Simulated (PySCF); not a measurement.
## Broadened absorption spectrum of nitrogen trifluoride

Nitrogen trifluoride, NF3.
InChI=1S/F3N/c1-4(2)3

Computed with TDDFT B3LYP/def2-SVPD, vertical, gas phase, core orbitals frozen in the response in PySCF 2.14.0, density-fitted response routines. Isolated species at its PBE0-D3(BJ)/def2-SVP geometry, gas phase.

Computed states:

```csv
state,E (eV),f
S1,8.51,0.011
S2,8.92,0.050
S3,8.93,0.050
S4,10.82,0.0001
S5,10.87,0.0042
S6,10.88,0.0041
S7,11.04,0.010
S8,11.22,0.0027
S9,11.32,0.034
S10,11.32,0.033
```

Broadening: Gaussians 0.25 eV wide at half height, area fixed by f = 4.319×10⁻⁹ ∫ε dν̃. The width is an assumption, not a result. The curve ends short of the highest state used, and states not computed would add to its high-energy end.

(1) What does the envelope look like, and where are its maxima?

(2) Coming from long wavelengths, where does ε first pass 100 L mol⁻¹ cm⁻¹?

## Answers

(1) 
E (eV), ε (L mol⁻¹ cm⁻¹) and a bar:
```
     8.14          3 
     8.20         16 
     8.26         70 
     8.32        229 #
     8.38        541 #
     8.44        929 ###
     8.50       1164 ###
     8.56       1085 ###
     8.62        886 ##
     8.68       1148 ###
     8.74       2630 #######
     8.80       5661 ################
     8.86       9174 #########################
     8.92      10850 ##############################
     8.98       9331 ##########################
     9.04       5833 ################
     9.10       2650 #######
     9.16        875 ##
     9.22        210 #
     9.28         37 
     9.34          5 
     9.40          0 
     9.46          0 
     9.52          0 
     9.58          0 
     9.64          0 
     9.70          0 
     9.76          0 
     9.82          0 
     9.88          0 
     9.94          0 
    10.00          0 
    10.06          0 
    10.12          0 
    10.18          0 
    10.24          0 
    10.30          0 
    10.36          0 
    10.42          0 
    10.48          1 
    10.54          7 
    10.60         33 
    10.66        122 
    10.72        328 #
```

Maxima: 146 nm (8.51 eV), ε about 1200, made up of S1 (99%); 139 nm (8.92 eV), ε about 11000, made up of S2 (50%) and S3 (50%) (ε in L mol⁻¹ cm⁻¹; maxima over ε = 5, shares over 10%). At its high-energy end, 10.72 eV, the curve is still rising (ε about 330, from S5 and S6).

(2) At about 150 nm (8.28 eV), 0.24 eV below S1.

The vertical ionisation energy (ΔSCF) is 13.44 eV, 2.12 eV above S10.

Without π bonds the low states may be Rydberg-like; a valence basis with one diffuse set may place them up to an eV too high.
